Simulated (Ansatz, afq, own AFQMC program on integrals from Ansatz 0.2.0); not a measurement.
AFQMC, coupled cluster and functionals along a coordinate of BH3, singlet

```xyz
4

B     0.0000    0.0000    0.0000
H     1.1934    0.0146   -0.0003
H    -0.6093    1.0262   -0.0028
H    -0.5841   -1.0408    0.0031
```

The B1–H2 distance is changed with both sides rigid. Energies in mEh count from this geometry (1.194 Å) at the same level; the start stands on RHF, each point on the determinant named.

Basis cc-pVDZ. Noble-gas cores (and the filled d shells of Ga–Kr and In–Xe) are frozen. Integrals, coupled cluster, full CI and functionals: Ansatz 0.2.0; the random walks run on the same integrals in our own AFQMC program. The CISD trial takes its coefficients from CCSD amplitudes. Released means that phaseless walkers are propagated on without the constraint, phases kept. ± is one standard error of the sampling.

Cautions, each for one point or more: cluster runs in doubt by the program's own checks; restricted determinant unstable towards unrestricted; strong correlation; the next higher spin lies close; the ph-AFQMC/CISD walk drifts between its halves; unrestricted determinant spin contaminated.

```
r(B1–H2) / Å  det.     T1  weight  ⟨S²⟩  CCSD(T)  ph-AFQMC/CISD  released AFQMC    FCI  CCSDT(Q)   CCSD  r2SCAN
       0.973   RHF  0.005    0.95  pure     37.0    37.1 ± 0.04     37.1 ± 0.02   37.1      37.1   36.9    35.6
       1.469   RHF  0.007    0.94  pure     19.9    19.9 ± 0.05     19.9 ± 0.04   19.9      19.9   20.2    20.3
       1.927   RHF  0.017    0.91  pure     83.2    83.1 ± 0.06     82.9 ± 0.06   82.9      82.9   84.3    84.9
       2.681   RHF  0.054    0.78  pure    149.2    150.8 ± 0.2               –  149.0     149.0  154.7  150.2§
       3.996  UHF‡  0.008    0.95  1.00    169.6   169.3 ± 0.04    169.1 ± 0.03  169.1     169.3  169.3  167.4§
```

Weight is that of the determinant in the CISD state; at the start T1 is 0.005 and the weight 0.94. A double dagger marks points where the walks on two determinants ended up to 2.7 mEh apart; the lower is shown. A dash marks a missing value, a released energy that hasn't settled or a functional that sits on another state. § marks a functional whose ⟨S²⟩ is too high by over 0.1. Largest departures from full CI: CCSD(T) 0.4 mEh at 3.996 (on UHF), ph-AFQMC/CISD 1.7 mEh at 2.681 (on RHF), released AFQMC 0.0 mEh at 3.996 (on UHF) (within the noise), CCSDT(Q) 0.2 mEh at 3.996 (on UHF), CCSD 5.7 mEh at 2.681 (on RHF), r2SCAN 2.0 mEh at 1.927. Functionals count only at points shown to share the start's state and spin. In this small basis the wave-function levels are far from their limit, so their gap to the functionals isn't the functionals' error.

Some points may be missing: those where a free walk finds a much lower state, and past Zn most of those on another determinant than at the start.

CCSDT and higher add their correlation energy to the determinant of the CCSD(T) run, since their own runs factorise the integrals more tightly (a shift of under 2 meV). A walk keeps the symmetry of its determinant, which the program's search chose and which needn't be the lowest solution, so a lower state of the same spin and another symmetry isn't excluded. Released energies are given only where the last usable release times agree within the noise; a slower fall can still hide under it.
